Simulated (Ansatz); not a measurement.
# Defect calculation, host KTaO3

The calculation used DFT PBE, scalar-relativistic, plane waves, PAW in Ansatz 0.2.0. (420 eV cutoff, 2×2×2 k-mesh, shifted by half a step, Gaussian smearing of 0.01 eV, collinear spin)

Host crystal, relaxed:

```xyz
5
Lattice="4.0244 0.0000 0.0000 0.0000 4.0244 0.0000 0.0000 0.0000 4.0244" Properties=species:S:1:pos:R:3 pbc="T T T"
K     2.0122    2.0122    2.0122
Ta    0.0000    0.0000    0.0000
O     0.0000    2.0122    0.0000
O     0.0000    0.0000    2.0122
O     2.0122    0.0000    0.0000
```

Supercell of 40 atoms, rows in host cell vectors: 2 0 0; 0 -2 0; 0 0 -2. Atoms relax at the host's cell, keeping the symmetry that the supercell leaves at the site. The cell is small, so energies carry finite-size errors of tenths of an eV. The host's Kohn–Sham gap is 2.16 eV. Atoms are taken from and returned to the elements' standard states.

Spin-orbit coupling is left out, which matters for the bands and energies of heavy elements.

The defect is a foreign atom on a Ta site at (0.000, 0.000, 0.000) of the host cell.

```tsv
charge	E_f at the valence band top (eV)	moment (μB)	largest move (Å)	atoms near the site
0	0.95	1.00	0.06	6 O at 2.07 Å
```

Problem. Which element is it? Judge by the nearest distance in charge 0 and covalent radii.
A. K
B. Hf
C. O
D. Sr
E. Y

Solution. B. The nearest neighbour is O at 2.07 Å, and the summed covalent radii with O are 2.41 Å for Hf, 2.69 Å for K, 1.32 Å for O, 2.61 Å for Sr, 2.56 Å for Y, so Hf fits best. Bonds can miss such sums by a tenth of an ångström or more.

Symmetry holds off the tilts and polar distortions that many cubic perovskites undergo.